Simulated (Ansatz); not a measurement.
Cost and result for the atomization energy of C3H4F2 (`F/C=C\CF`) (9 atoms, 8 bonds).

```xyz
9

F     1.7748   -0.3838    0.9737
C     1.3203   -0.2963   -0.2797
C     0.0658    0.0020   -0.5633
C    -0.9908    0.2736    0.4437
F    -2.0701   -0.5725    0.2343
H     2.0969   -0.4891   -1.0105
H    -0.2064    0.0525   -1.6113
H    -1.3652    1.2985    0.3532
H    -0.6253    0.1151    1.4598
```

Charge 0, multiplicity 1. All single points use the PBE0-D4/def2-TZVP geometry. It is one conformer, not always the lowest. Program: Ansatz. All runs use 2 threads of a server CPU on a shared host. Times are those of one run each, without the atoms' runs, and a repeat can differ threefold. Electronic energies, without spin–orbit coupling; frozen cores. CCSD(T)/CBS adds CCSD(T) − MP2 in def2-TZVPP to the MP2 limit, and its time is that of the two runs behind it. T1 = 0.012. B3LYP takes the VWN-RPA correlation (the form of Gaussian; ORCA's B3LYP/G).

CCSD(T)/CBS is a level of theory with its own doubt, some kJ/mol a heavy atom from the limit and from the frozen cores, so smaller differences don't rank the functionals.

```csv
level,functions,wall time
LDA (SPW92)/def2-TZVPP,211,2.2 s
PBE-D4/def2-TZVPP (with forces),211,3.6 s
B3LYP-D4/def2-TZVPP (with forces),211,4.8 s
r2SCANh-D4/def2-TZVPP,211,5.5 s
CAM-B3LYP-D4/def2-TZVPP,211,6 s
r2SCAN-D4/def2-TZVPP (with forces),211,7 s
CCSD(T)/def2-SVP,90,9.5 s
PBE-QIDH/def2-TZVPP,211,11 s
B97M-V/def2-TZVPP,211,12 s
ωB97M-V/def2-TZVPP (with forces),211,14 s
MP2/def2-QZVPP,405,33 s
CCSD(T)/def2-TZVPP,211,2.4 min
CCSD(T)/CBS(def2),–,3 min
```

(1) What atomization energy does each give, and how far from CCSD(T)/CBS? (An estimate is asked.)

Results:

(1) Ansatz gave: 
```
                             level  atomization (kcal/mol)  difference from CCSD(T)/CBS  per bond
            LDA (SPW92)/def2-TZVPP                  1024.8                        150.7      18.8
   PBE-D4/def2-TZVPP (with forces)                   906.6                         32.5       4.1
 B3LYP-D4/def2-TZVPP (with forces)                   875.4                          1.3       0.2
             r2SCANh-D4/def2-TZVPP                   871.5                         -2.6      -0.3
           CAM-B3LYP-D4/def2-TZVPP                   881.1                          7.0       0.9
r2SCAN-D4/def2-TZVPP (with forces)                   879.2                          5.1       0.6
                  CCSD(T)/def2-SVP                   836.2                        -37.9      -4.7
               PBE-QIDH/def2-TZVPP                   871.7                         -2.4      -0.3
                 B97M-V/def2-TZVPP                   875.9                          1.8       0.2
  ωB97M-V/def2-TZVPP (with forces)                   877.8                          3.7       0.5
                    MP2/def2-QZVPP                   887.5                         13.4       1.7
                CCSD(T)/def2-TZVPP                   852.4                        -21.7      -2.7
                 CCSD(T)/CBS(def2)                   874.1                          0.0       0.0
```

At CCSD(T), def2-SVP lies −37.9 kcal/mol from the extrapolated value and def2-TZVPP −21.7 kcal/mol: correlation converges slowly with the basis, and small sets miss more of it in the bonded molecule than in its fragments. From BLYP to BHLYP (50 % exact exchange), in def2-TZVPP and without D4, the atomization energy moves by −35.1 kcal/mol: exact exchange takes away binding that semilocal exchange gives to molecules. The D4 term adds +4.8 kcal/mol with B3LYP and +2.5 kcal/mol with PBE0; it sums over pairs of atoms, weighted by their polarisabilities, and B3LYP, whose exchange is more repulsive, gets the larger term.
